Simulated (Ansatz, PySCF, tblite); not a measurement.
3C-SiC, bulk modulus

Reference value: 229 GPa (measured, 0 K value with the zero-point phonon effect removed; as tabulated in Mejia-Rodriguez and Trickey (2018), arXiv:1807.09216).

```csv
level (code),value (GPa),cell (Å³/atom),error (%)
GFN1-xTB (tblite),205,11.27,-10.5
LDA (Ansatz),230,10.14,+0.4
PBE (Ansatz),213,10.50,-7.0
rVV10 (Ansatz),205,10.61,-10.5
r²SCAN-D4 (Ansatz),230,10.27,+0.4
r²SCAN50 (Ansatz),253,10.07,+10.5
MP2 (PySCF),233 ± 7,10.26,+1.7
```

Once the reference is moved by up to 1.7 % (a margin picked here for doubts on the reference and the settings) and values within 1.7 % count as equal, the nearest can be LDA (+0.4 %), r²SCAN-D4 (+0.4 %) or MP2 (+1.7 %). By the same margin the farthest can be r²SCAN50 (+10.5 %), rVV10 (-10.5 %) or GFN1-xTB (-10.5 %). Within 15 %: GFN1-xTB, LDA, PBE, rVV10, r²SCAN-D4, r²SCAN50, MP2.

A ± on a computed value is a rough bar: the spread of its extrapolation, a floor set from checks against published values, or a statistical error. GFN1-xTB: the method was fitted mainly to molecules. GFN1-xTB: the run uses a supercell at the zone centre in place of a k mesh. Each level is taken at its own relaxed cell. Cutoffs and k meshes differ between the levels. Ansatz's density-functional and Hartree–Fock values are scalar-relativistic unless marked +SOC, with PAW data made under PBE.

Differences are worked out from the printed values.

Ansatz is a program for electronic structure.
